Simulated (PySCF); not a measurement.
PySCF input (PBE/d-aug-cc-pVTZ):

```python
import numpy as np, basis_set_exchange as bse
from pyscf import gto, scf, dft, df, tdscf

basis = {'C': gto.basis.parse(bse.get_basis('d-aug-cc-pVTZ', elements=['C'], fmt='nwchem')), 'H': gto.basis.parse(bse.get_basis('d-aug-cc-pVTZ', elements=['H'], fmt='nwchem')), 'O': gto.basis.parse(bse.get_basis('d-aug-cc-pVTZ', elements=['O'], fmt='nwchem'))}…
mol = gto.M(
    atom='''
    C     0.00913574    0.00173503   -1.20562697
    C    -0.00077797   -0.00014775    0.10266711
    H     0.02818759    0.94008178   -1.73766571
    H    -0.00183081   -0.93507619   -1.74059173
    O    -0.00956292   -0.00181616    1.26200208
    ''',
    basis=basis,
    charge=0,
    verbose=4,
    max_memory=8640,
)
mf = dft.RKS(mol, xc='pbe')
mf.grids.level = 3
mf = mf.density_fit(auxbasis=df.autoaux(mol))
mf.conv_tol = 1e-9
mf.max_cycle = 100
print('smallest overlap eigenvalue', np.linalg.eigvalsh(mol.intor('int1e_ovlp'))[0])
mf.kernel()
dip = mf.dip_moment()
td = tdscf.TDA(mf)
td.nstates = 4
td.kernel()
td.analyze()
osc = td.oscillator_strength()
```

Output:

```
PySCF version 2.14.0

[INPUT] verbose = 4
[INPUT] num. atoms = 5
[INPUT] num. electrons = 22
[INPUT] charge = 0
[INPUT] spin (= nelec alpha-beta = 2S) = 0
[INPUT] symmetry False subgroup None
[INPUT] Mole.unit = angstrom
[INPUT] Symbol           X                Y                Z      unit          X                Y                Z       unit  Magmom
[INPUT]  1 C      0.009135740000   0.001735030000  -1.205626970000 AA    0.017264046545   0.003278731518  -2.278304781689 Bohr   0.0
[INPUT]  2 C     -0.000777970000  -0.000147750000   0.102667110000 AA   -0.001470150233  -0.000279207035   0.194012719901 Bohr   0.0
[INPUT]  3 H      0.028187590000   0.940081780000  -1.737665710000 AA    0.053266825212   1.776497098894  -3.283712287948 Bohr   0.0
[INPUT]  4 H     -0.001830810000  -0.935076190000  -1.740591730000 AA   -0.003459729486  -1.767037904702  -3.289241664383 Bohr   0.0
[INPUT]  5 O     -0.009562920000  -0.001816160000   1.262002080000 AA   -0.018071299751  -0.003432044998   2.384838299831 Bohr   0.0

nuclear repulsion = 58.6962399446735
number of shells = 54
number of NR pGTOs = 290
number of NR cGTOs = 250
basis = {'C': [[0, [8236.0, 0.000531, 0.0, -0.000113, 0.0], [1235.0, 0.004108, 0.0, -0.000878, 0.0], [280.8, 0.021087, 0.0, -0.00454, 0.0], [79.27, 0.081853, 0.0, -0.018133, 0.0], [25.59, 0.234817, 0.0, -0.05576, 0.0], [8.997, 0.434401, 0.0, -0.126895, 0.0], [3.319, 0.346129, 0.0, -0.170352, 0.0], [0.9059, 0.039378, 1.0, 0.140382, 0.0], [0.3643, -0.008983, 0.0, 0.598684, 0.0], [0.1285, 0.002385, 0.0, 0.395389, 1.0]], [0, [0.04402, 1.0]], [0, [0.0151, 1.0]], [1, [18.71, 0.0, 0.014031, 0.0], [4.133, 0.0, 0.086866, 0.0], [1.2, 0.0, 0.290216, 0.0], [0.3827, 1.0, 0.501008, 0.0], [0.1209, 0.0, 0.343406, 1.0]], [1, [0.03569, 1.0]], [1, [0.0105, 1.0]], [2, [1.097, 1.0, 0.0], [0.318, 0.0, 1.0]], [2, [0.1, 1.0]], [2, [0.0314, 1.0]], [3, [0.761, 1.0]], [3, [0.268, 1.0]], [3, [0.0944, 1.0]]], 'H': [[0, [33.87, 0.0, 0.006068, 0.0], [5.095, 0.0, 0.045308, 0.0], [1.159, 0.0, 0.202822, 0.0], [0.3258, 1.0, 0.503903, 0.0], [0.1027, 0.0, 0.383421, 1.0]], [0, [0.02526, 1.0]], [0, [0.00621, 1.0]], [1, [1.407, 1.0, 0.0], [0.388, 0.0, 1.0]], [1, [0.102, 1.0]], [1, [0.0268, 1.0]], [2, [1.057, 1.0]], [2, [0.247, 1.0]], [2, [0.0577, 1.0]]], 'O': [[0, [15330.0, 0.000508, 0.0, -0.000115, 0.0], [2299.0, 0.003929, 0.0, -0.000895, 0.0], [522.4, 0.020243, 0.0, -0.004636, 0.0], [147.3, 0.079181, 0.0, -0.018724, 0.0], [47.55, 0.230687, 0.0, -0.058463, 0.0], [16.76, 0.433118, 0.0, -0.136463, 0.0], [6.207, 0.35026, 0.0, -0.17574, 0.0], [1.752, 0.042728, 1.0, 0.160934, 0.0], [0.6882, -0.008154, 0.0, 0.603418, 0.0], [0.2384, 0.002381, 0.0, 0.378765, 1.0]], [0, [0.07376, 1.0]], [0, [0.0228, 1.0]], [1, [34.46, 0.0, 0.015928, 0.0], [7.749, 0.0, 0.09974, 0.0], [2.28, 0.0, 0.310492, 0.0], [0.7156, 1.0, 0.491026, 0.0], [0.214, 0.0, 0.336337, 1.0]], [1, [0.05974, 1.0]], [1, [0.0167, 1.0]], [2, [2.314, 1.0, 0.0], [0.645, 0.0, 1.0]], [2, [0.214, 1.0]], [2, [0.071, 1.0]], [3, [1.428, 1.0]], [3, [0.5, 1.0]], [3, [0.175, 1.0]]]}
ecp = {}
ETB for H: l = 0, exps = 0.01242 * 1.8^n , n = 0..15
ETB for H: l = 1, exps = 0.03301 * 2^n , n = 0..7
ETB for H: l = 2, exps = 0.0536 * 2.2^n , n = 0..6
ETB for H: l = 3, exps = 0.0845 * 2.2^n , n = 0..5
ETB for C: l = 0, exps = 0.021 * 1.8^n , n = 0..17
ETB for C: l = 1, exps = 0.021 * 1.8^n , n = 0..14
ETB for C: l = 2, exps = 0.021 * 1.8^n , n = 0..13
ETB for C: l = 3, exps = 0.0419 * 2.2^n , n = 0..7
ETB for C: l = 4, exps = 0.0628 * 2.2^n , n = 0..5
ETB for O: l = 0, exps = 0.0334 * 1.8^n , n = 0..17
ETB for O: l = 1, exps = 0.0334 * 1.8^n , n = 0..14
ETB for O: l = 2, exps = 0.0334 * 1.8^n , n = 0..14
ETB for O: l = 3, exps = 0.0877 * 2.2^n , n = 0..7
ETB for O: l = 4, exps = 0.142 * 2.2^n , n = 0..5
smallest overlap eigenvalue 7.869890904357329e-07

******** <class 'pyscf.df.df_jk.DFRKS'> ********
method = DFRKS
initial guess = minao
damping factor = 0
level_shift factor = 0
DIIS = <class 'pyscf.scf.diis.CDIIS'>
diis_start_cycle = 1
diis_space = 8
diis_damp = 0
SCF conv_tol = 1e-09
SCF conv_tol_grad = None
SCF max_cycles = 100
direct_scf = False
XC library pyscf.dft.libxc version 7.1.2
    S. Lehtola, C. Steigemann, M. J. T. Oliveira, and M. A. L. Marques,  SoftwareX 7, 1–5 (2018)
XC functionals = pbe
    J. P. Perdew, K. Burke, and M. Ernzerhof,  Phys. Rev. Lett. 77, 3865 (1996)
    J. P. Perdew, K. Burke, and M. Ernzerhof,  Phys. Rev. Lett. 78, 1396 (1997)
    J. P. Perdew, K. Burke, and M. Ernzerhof,  Phys. Rev. Lett. 77, 3865 (1996)
    J. P. Perdew, K. Burke, and M. Ernzerhof,  Phys. Rev. Lett. 78, 1396 (1997)
radial grids:
    Treutler-Ahlrichs [JCP 102, 346 (1995); DOI:10.1063/1.469408] (M4) radial grids

becke partition: Becke, JCP 88, 2547 (1988); DOI:10.1063/1.454033
pruning grids: <function nwchem_prune>
grids dens level: 3
symmetrized grids: False
atomic radii adjust function: <function treutler_atomic_radii_adjust>
small_rho_cutoff = 0
Set gradient conv threshold to 3.16228e-05
Initial guess from minao.
tot grids = 61936
init E= -152.8225547743

WARN: 1 small eigenvectors of overlap matrix removed because of linear dependency between AOs.

  HOMO = -0.282437834276546  LUMO = -0.110781934326525  gap/eV = 4.67099
cycle= 1 E= -152.385490928123  delta_E= 0.437  |g|= 0.728  |ddm|= 6.95
  HOMO = -0.130329815766842  LUMO = -0.0247422668850028  gap/eV = 2.87318
cycle= 2 E= -151.866587661911  delta_E= 0.519  |g|=  1.8  |ddm|= 3.27
  HOMO = -0.187404336850012  LUMO = -0.0670363317700264  gap/eV = 3.27538
cycle= 3 E= -152.443315271196  delta_E= -0.577  |g|= 0.415  |ddm|= 2.35
  HOMO = -0.217848968500121  LUMO = -0.0710406793693572  gap/eV = 3.99486
cycle= 4 E= -152.483263814482  delta_E= -0.0399  |g|= 0.116  |ddm|= 0.725
  HOMO = -0.222131774458653  LUMO = -0.0847132939363924  gap/eV = 3.73935
cycle= 5 E= -152.486099105629  delta_E= -0.00284  |g|= 0.0432  |ddm|= 0.247
  HOMO = -0.217325247395209  LUMO = -0.07833228821125  gap/eV = 3.78219
cycle= 6 E= -152.486594166764  delta_E= -0.000495  |g|= 0.00819  |ddm|= 0.0783
  HOMO = -0.217228164343272  LUMO = -0.0785570723218001  gap/eV = 3.77343
cycle= 7 E= -152.486613822019  delta_E= -1.97e-05  |g|= 0.000415  |ddm|= 0.0143
  HOMO = -0.21724174048969  LUMO = -0.0785626106597945  gap/eV = 3.77365
cycle= 8 E= -152.4866138691  delta_E= -4.71e-08  |g|= 0.000121  |ddm|= 0.00117
  HOMO = -0.21723800650031  LUMO = -0.0785598975636539  gap/eV = 3.77362
cycle= 9 E= -152.486613872651  delta_E= -3.55e-09  |g|= 6.15e-06  |ddm|= 0.000242
  HOMO = -0.217237657897734  LUMO = -0.0785589186332665  gap/eV = 3.77364
cycle= 10 E= -152.486613872662  delta_E= -1.11e-11  |g|= 1.78e-06  |ddm|= 2.2e-05
  HOMO = -0.217237773882044  LUMO = -0.0785593222909284  gap/eV = 3.77363
Extra cycle  E= -152.486613872655  delta_E= 6.65e-12  |g|= 5.85e-06  |ddm|= 1e-05
converged SCF energy = -152.486613872655
Dipole moment(X, Y, Z, Debye):  0.01054,  0.00200, -1.39090

******** <class 'pyscf.tdscf.rks.TDA'> for <class 'pyscf.df.df_jk.DFRKS'> ********
nstates = 4 singlet
deg_eia_thresh = 1.000e-03
wfnsym = None
conv_tol = 1e-05
eigh lindep = 1e-12
eigh level_shift = 0
eigh max_cycle = 100
chkfile = tmpw97zz1j4

Excitation energies (eV)
[3.88409413 5.34111312 6.04725541 6.07084534]

** Singlet excitation energies and oscillator strengths **
Excited State   1:      3.88409 eV    319.21 nm  f=0.0000
      11 -> 12        0.70703
Excited State   2:      5.34111 eV    232.13 nm  f=0.0285
      11 -> 13       -0.70619
Excited State   3:      6.04726 eV    205.03 nm  f=0.0000
      11 -> 15        0.70646
Excited State   4:      6.07085 eV    204.23 nm  f=0.0011
      11 -> 16       -0.70667

** Transition electric dipole moments (AU) **
state          X           Y           Z        Dip. S.      Osc.
  1         0.0000      0.0000      0.0000      0.0000      0.0000
  2        -0.4668      0.0075     -0.0035      0.2180      0.0285
  3        -0.0000      0.0000     -0.0000      0.0000      0.0000
  4         0.0874     -0.0014      0.0007      0.0076      0.0011

** Transition velocity dipole moments (imaginary part, AU) **
state          X           Y           Z        Dip. S.      Osc.
  1         0.0000      0.0000     -0.0000      0.0000      0.0000
  2        -0.0808      0.0013     -0.0006      0.0065      0.0222
  3        -0.0000      0.0000     -0.0000      0.0000      0.0000
  4         0.0299     -0.0005      0.0002      0.0009      0.0027

** Transition magnetic dipole moments (imaginary part, AU) **
state          X           Y           Z
  1         0.0045      0.0009     -0.5944
  2        -0.0086     -0.5355     -0.0008
  3        -0.0004     -0.0000      0.0545
  4        -0.0037     -0.2289     -0.0003
```
